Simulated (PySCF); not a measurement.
**A search over the determinants of LiC⁺**

Unrestricted PBE0; Li aug-pcseg-1, C aug-pcseg-1; no relativity (PySCF 2.14). Outer shells of the fragments: Li+ closed shells only; C 2s2 2p2.

Followed along the bond (rough minima from three points):

```tsv
2Ms+1	unpaired	⟨S²⟩ at the start	R at minimum (Å)	Te (eV)
3	σ ↑, π ↑	2.00	2.37	0.00
1	σ ↑, π ↓	1.01	2.41	0.44
1	none	0.00	2.36	1.38
3	π ↑↑	2.01	none in the scan	≤ 0.55
1	π ↑↓	1.01	none in the scan	≤ 0.99
```

Solutions found at the starting distance of 2.095 Å, counted from the lowest of them; the search is not exhaustive and high or unbound solutions are not listed, so other states can lie among these:

```
2Ms+1  unpaired   term  E (eV)  ⟨S²⟩  ⟨Lz²⟩  μ (D)
    3  σ ↑, π ↑     ³Π    0.00  2.00   1.00  -4.83
    1  σ ↑, π ↓  mixed    0.46  1.01   1.00  -4.90
    3      π ↑↑    ³Σ⁻    0.64  2.01   0.00  -4.84
    1      π ↑↓  mixed    1.10  1.01   2.01  -4.85
    1      none    ¹Σ⁺    1.42  0.00   0.00  -5.05
    1      none  mixed    2.63  0.00   2.00  -4.73
```

A term symbol is given only where ⟨S²⟩ and ⟨Lz²⟩ are close to those of a pure state; real π, δ and φ orbitals otherwise mix terms. A positive dipole points towards C; it is taken about the centre of mass and depends on that origin.
